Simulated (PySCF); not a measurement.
**Relaxation of doublet HAl(OH)**

Computed with UPBE0/[Al def2-TZVP, H def2-TZVP, O def2-TZVP], no relativity, density fitting, PySCF. A (50,194) grid was used.

A hand-made linear (heavy-atom frame) start, of Cs symmetry, held to at least that symmetry:

```xyz
4
charge 0 multiplicity 2, angstrom
Al   -0.0165    0.0000    0.6927
H    -0.0165    0.0000    2.2727
O    -0.0165    0.0000   -1.1973
H     0.7189    0.0000   -1.8144
```

Optimiser trace:
```json
{"step": "0", "E − E(last) (kJ/mol)": "142.64", "largest gradient (Eh/bohr)": "0.07361"}
{"step": "1", "E − E(last) (kJ/mol)": "97.24", "largest gradient (Eh/bohr)": "0.03305"}
{"step": "2", "E − E(last) (kJ/mol)": "62.75", "largest gradient (Eh/bohr)": "0.08053"}
{"step": "3", "E − E(last) (kJ/mol)": "49.34", "largest gradient (Eh/bohr)": "0.03536"}
{"step": "4", "E − E(last) (kJ/mol)": "39.77", "largest gradient (Eh/bohr)": "0.02670"}
{"step": "5", "E − E(last) (kJ/mol)": "16.61", "largest gradient (Eh/bohr)": "0.02842"}
{"step": "6", "E − E(last) (kJ/mol)": "8.28", "largest gradient (Eh/bohr)": "0.02025"}
{"step": "7", "E − E(last) (kJ/mol)": "2.99", "largest gradient (Eh/bohr)": "0.01192"}
{"step": "8", "E − E(last) (kJ/mol)": "1.86", "largest gradient (Eh/bohr)": "0.00849"}
{"step": "9", "E − E(last) (kJ/mol)": "1.27", "largest gradient (Eh/bohr)": "0.00947"}
{"step": "10", "E − E(last) (kJ/mol)": "0.78", "largest gradient (Eh/bohr)": "0.00642"}
{"step": "11", "E − E(last) (kJ/mol)": "0.22", "largest gradient (Eh/bohr)": "0.00488"}
{"step": "12", "E − E(last) (kJ/mol)": "0.07", "largest gradient (Eh/bohr)": "0.00185"}
{"step": "13", "E − E(last) (kJ/mol)": "0.05", "largest gradient (Eh/bohr)": "0.00348"}
{"step": "14", "E − E(last) (kJ/mol)": "0.00", "largest gradient (Eh/bohr)": "0.00024"}
{"step": "15", "E − E(last) (kJ/mol)": "0.00", "largest gradient (Eh/bohr)": "0.00001"}
```

It ends at Cs with Al–H 1.613 Å, Al–O 1.700 Å, O–H 0.957 Å; Al–O–H 124.8°, H–Al–O 118.4°. A frequency run shows a minimum. Other isomers or separated fragments may lie lower.

Final geometry:
```xyz
4
charge 0 multiplicity 2, angstrom
Al   -0.2700    0.0000    0.5793
H     0.7884    0.0000    1.7964
O     0.3270    0.0000   -1.0119
H     1.2546    0.0000   -1.2472
```

The relaxation took 15 s on 2 threads of a shared Arm Neoverse V1 host, with 80 basis functions and 16 gradients; the process peaked at 0.52 GiB.
